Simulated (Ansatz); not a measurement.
The cluster MgS₂⁻ was relaxed with PBE0-D4 (def2-TZVPD) in Ansatz in these states: charge -1 doublet, charge -1 quartet. The geometries follow in no particular order.

A:

```xyz
3

Mg    0.955    0.280   -0.826
S     0.412   -0.727    1.243
S    -1.367    0.447   -0.417
```

B:

```xyz
3

Mg    1.346    0.193    0.285
S    -0.497   -1.161   -0.252
S    -0.849    0.968   -0.033
```

Problem. Judge from the bond lengths which geometry belongs to which state (an estimate).

Solution. A is the charge -1 quartet (S2–S3 2.702 Å, Mg1–S2 2.364 Å, Mg1–S3 2.364 Å); B is the charge -1 doublet (S2–S3 2.168 Å, Mg1–S2 2.349 Å, Mg1–S3 2.349 Å).

At PBE0-D4/def2-TZVPD a doublet lies 1.51 eV below the charge -1 quartet. These are the stationary points nearest to one start from a short search; other shapes may lie lower in each state.
